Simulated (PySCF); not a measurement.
**Si: electron affinity**

Si⁻ [Ne] 3s2 3p3 (4S) → Si [Ne] 3s2 3p2 (3P), as a difference of total energies. Calculation: PySCF 2.14, in x2c-QZVPPall with one added diffuse shell each of s, p, d, f type (10s7p5d3f1g, 86 functions); scalar relativity by spin-free X2C-1e. Correlated levels: valence and next inner shell: 1s2 frozen. The calculations carry no spin-orbit coupling.

| method | electron affinity (eV) | difference from reference (eV) |
| --- | --- | --- |
| UHF | 0.840 | -0.550 |
| MP2 (valence and next inner shell) | 1.384 | -0.006 |
| SCS-MP2 (valence and next inner shell) | 1.203 | -0.187 |
| CCSD (valence and next inner shell) | 1.316 | -0.074 |
| CCSD(T) (valence and next inner shell) | 1.379 | -0.011 |

Reference: 1.390 eV (measured; photodetachment measurements, as compiled on the Wikipedia data page of electron affinities).

The reference lies between the lowest fine-structure levels, while these numbers refer to the centres of the terms.

Errors of the correlated levels include the incompleteness of this basis and the frozen core.
